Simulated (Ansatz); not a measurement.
# C2H3N: small, medium and large basis sets

One table from this session's results is given with a row withheld; the runs are named, their logs left out.

The runs use Ansatz 0.2.0, Gaussian basis; one geometry, several basis sets.

The runs, in order: PBE0-D4/def2-SVP; ωB97M-V/def2-SVP; PBE0-D4/def2-QZVPP; ωB97M-V/def2-QZVPP; CCSD(T)/cc-pV(D+d)Z; CCSD(T)/cc-pV(T+d)Z; CCSD(T)/cc-pV(Q+d)Z; the functionals' def2-TZVPP values are taken from earlier runs.

## The geometry

An earlier PBE0-D4 in a triple-zeta def2 set relaxation fixed the geometry.

SMILES `C=C=N`, 6 atoms, charge 0, spin multiplicity 1.

Atoms are counted from 1 here; the program's logs count them from 0.

Bond lengths: C1–C2 1.305 Å, C1–H4 1.081 Å, C1–H5 1.081 Å, C2–N3 1.217 Å, N3–H6 1.018 Å. Angles: C2–C1–H4 120.2°, C2–C1–H5 120.2°, H4–C1–H5 119.6°, C1–C2–N3 174.5°, C2–N3–H6 116.2°.

Set-up of the first run:

The input, in.yaml:

```yaml
crystal:
  periodic: [false, false, false]
  atoms:
    - {symbol: C, position_ang: [-0.735416, -0.035607, -0.632015]}
    - {symbol: C, position_ang: [0.189077, 0.098586, 0.279666]}
    - {symbol: N, position_ang: [0.982345, 0.304171, 1.179982]}
    - {symbol: H, position_ang: [-0.709518, 0.571218, -1.526629]}
    - {symbol: H, position_ang: [-1.525894, -0.762036, -0.502489]}
    - {symbol: H, position_ang: [1.841607, -0.240430, 1.155386]}
basis:
  gaussian: {orbitals: def2-SVP}
hamiltonian: {xc: pbe0, dispersion: d4}
output: {orbitals: {seedname: orbitals}}
```

Launch:

```sh
$ ansatz run in.yaml --threads 4 --pin off --events-out ev --progress --plain --max-ram 10444MiB
```

Among the steps run: PBE0-D4 in def2-SVP; ωB97M-V in def2-SVP; PBE0-D4 in def2-QZVPP; ωB97M-V in def2-QZVPP.

One table of the session follows, with a row left open; its other results are not shown here.

It belongs to the step «Density functionals: the series». 

```
functional       basis  HOMO (eV)  LUMO (eV)
   PBE0-D4    def2-SVP      -6.77       0.12
   PBE0-D4  def2-TZVPP      -6.94      -0.09
   PBE0-D4  def2-QZVPP      -6.97      -0.16
   ωB97M-V    def2-SVP          ?          ?
   ωB97M-V  def2-TZVPP      -9.14       2.17
   ωB97M-V  def2-QZVPP      -9.17       1.80
```

Estimate the missing values for ωB97M-V, def2-SVP.

As computed: HOMO (eV): -8.95; LUMO (eV): 2.44. In the column «HOMO (eV)» it lies between ωB97M-V, def2-TZVPP (-9.14) and PBE0-D4, def2-QZVPP (-6.97).
